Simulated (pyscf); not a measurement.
Optimised with ωB97X-D3(BJ)/def2-SVP in PySCF.

Q: PBE/def2-TZVP puts the barrier of Br–SiH₂–Br + H• → Br–SiH•–Br + H₂ (hydrogen abstraction; doublet surface; H–Si broken, H–H formed) at -1.8 kJ/mol and the reaction energy at -74.5 kJ/mol, from the separated reactants. What do r²SCAN/def2-TZVP, B3LYP-D3(BJ)/def2-TZVP, ωB97M-D3(BJ)/def2-TZVP give on the same structures?

A: r²SCAN: ΔE‡ = -5.7 kJ/mol, ΔE = -76.8 kJ/mol; B3LYP-D3(BJ): ΔE‡ = -1.5 kJ/mol, ΔE = -77.1 kJ/mol; ωB97M-D3(BJ): ΔE‡ = 18.2 kJ/mol, ΔE = -57.5 kJ/mol. PBE's barrier lies among them. Its reaction energy lies among theirs. At PBE, r²SCAN, B3LYP-D3(BJ) this geometry lies under the reactants; that is no barrier but a single point on another level's saddle; such a level's own saddle, if it has one, lies nearer that side and is low. This is the saddle that the search found; another between the same sides may lie lower. The angle at the transferred H is 178°. Elements up to Kr have no core potential and no relativistic terms here.
